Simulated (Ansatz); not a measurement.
CaB6-type LaB6, treated with LDA (Ansatz, an electronic-structure program, plane waves, PAW).

Numerical settings: plane-wave cutoff 520 eV, 16×16×16 k mesh, Fermi–Dirac smearing 0.089 eV (set by the program), scalar-relativistic PAW data made under PBE.

Cell (relaxed at this level):

```cif
data_B6La
_chemical_formula_sum 'La1 B6'
_space_group_name_H-M_alt 'Pm-3m'
_space_group_IT_number 221
_space_group_name_Hall '-P 4 2 3'
_cell_length_a 4.09813
_cell_length_b 4.09813
_cell_length_c 4.09813
_cell_angle_alpha 90.000
_cell_angle_beta 90.000
_cell_angle_gamma 90.000
loop_
_atom_site_label
_atom_site_type_symbol
_atom_site_symmetry_multiplicity
_atom_site_Wyckoff_symbol
_atom_site_fract_x
_atom_site_fract_y
_atom_site_fract_z
_atom_site_occupancy
La1 La 1 a 0.00000 0.00000 0.00000 1
B1 B 6 f 0.19991 0.50000 0.50000 1
```

Task: What does this level give for the Voigt–Reuss–Hill shear modulus (Hill average), elastic constant C12, elastic constant C44 and elastic constant C11?

Result: 
Voigt–Reuss–Hill shear modulus (Hill average): 141 GPa
elastic constant C12: 28.4 GPa
elastic constant C44: 97.4 GPa
elastic constant C11: 509 GPa

Measured, for comparison: elastic constant C44 90 ± 5 GPa, elastic constant C11 477 ± 26 GPa (temperature not stated, not corrected to a static lattice; as tabulated in Z. Phys. B, doi 10.1007/BF01469434 (note on Brillouin scattering of LaB6)). Computed (rounded) less measured: elastic constant C44 +8 %, elastic constant C11 +7 %. A static lattice is as a rule a little smaller and stiffer than an uncorrected measurement, which narrows the difference in the elastic constant C44, elastic constant C11 and would widen misses of the other sign.

Elastic constants are with the ions relaxed.

Spin–orbit coupling is not included.

The computed numbers hold no vibrational or temperature effects.

It cost about 25 core-minutes (a rough figure) of CPU time.
